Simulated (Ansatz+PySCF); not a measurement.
Results of a calculation; reference values are marked as such.
# propyne → allene

propyne (charge 0, multiplicity 1):
```xyz
7

C     0.0000    0.0000   -1.2389
C     0.0000    0.0000    0.2145
C     0.0000    0.0000    1.4252
H     0.0000   -1.0275   -1.6347
H    -0.8899    0.5138   -1.6347
H     0.8899    0.5138   -1.6347
H     0.0000    0.0000    2.4993
```

allene (charge 0, multiplicity 1):
```yaml
atoms:
  - { symbol: C, position_ang: [0.0000, 0.0000, -1.3078] }
  - { symbol: C, position_ang: [0.0000, 0.0000, 0.0000] }
  - { symbol: C, position_ang: [0.0000, 0.0000, 1.3078] }
  - { symbol: H, position_ang: [0.0000, -0.9368, -1.8749] }
  - { symbol: H, position_ang: [0.0000, 0.9368, -1.8749] }
  - { symbol: H, position_ang: [-0.9368, 0.0000, 1.8749] }
  - { symbol: H, position_ang: [0.9368, 0.0000, 1.8749] }
```

Shapes relaxed with PBE0/def2-SVP. Single points in def2-SVP with Ansatz (development build ahead of 0.2.0), no zero-point energy. Correlated methods freeze no orbital on H to Be, one on B to Mg, five on Al to Zn, nine on Ga to Sr.

```json
{"method": "CCSD (restricted)", "reaction energy": "6.4 kJ/mol"}
{"method": "CCSD(T) (restricted)", "reaction energy": "5.0 kJ/mol"}
{"method": "HF (restricted)", "reaction energy": "7.0 kJ/mol"}
{"method": "MP2 (restricted)", "reaction energy": "21.4 kJ/mol"}
{"method": "PBE (restricted)", "reaction energy": "-13.8 kJ/mol"}
{"method": "r2SCAN (restricted)", "reaction energy": "-10.8 kJ/mol"}
{"method": "wB97X (restricted)", "reaction energy": "-0.2 kJ/mol"}
```

Q: What does PBE0 (restricted) give?

A: -7.8 kJ/mol.
